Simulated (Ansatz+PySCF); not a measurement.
Two shapes of singlet CHO₂(-).

Shape 1:

```xyz
4

C     0.0000    0.0000   -0.3053
O     0.0000    1.1320    0.2066
O     0.0000   -1.1320    0.2066
H     0.0000    0.0000   -1.4730
```

Shape 2:

```xyz
4

C    -0.0485   -0.0118   -0.3019
O     0.0361    1.1136    0.2359
O     0.0049   -1.0865    0.1864
H     0.0234    0.0141   -1.4312
```

Basis set: def2-SVP (spherical functions). Frozen core: 3 orbitals. Charge -1, multiplicity 1.

Computed with Ansatz (development build ahead of 0.2.0); each method stands on the lowest determinant of its kind that the runs found.

(1) Which shape is lower in energy, and by how much in each method?

## Answers

(1)

| method | E(2) − E(1) (eV) |
| --- | --- |
| RHF | 0.130 |
| UHF-MP2 | 0.267 |
| PBE (restricted) | 0.306 |
| ωB97X (restricted) | 0.234 |
| ωB97X (unrestricted) | 0.234 |

Shape 1 is lower. Caution: no diffuse functions for an anion.
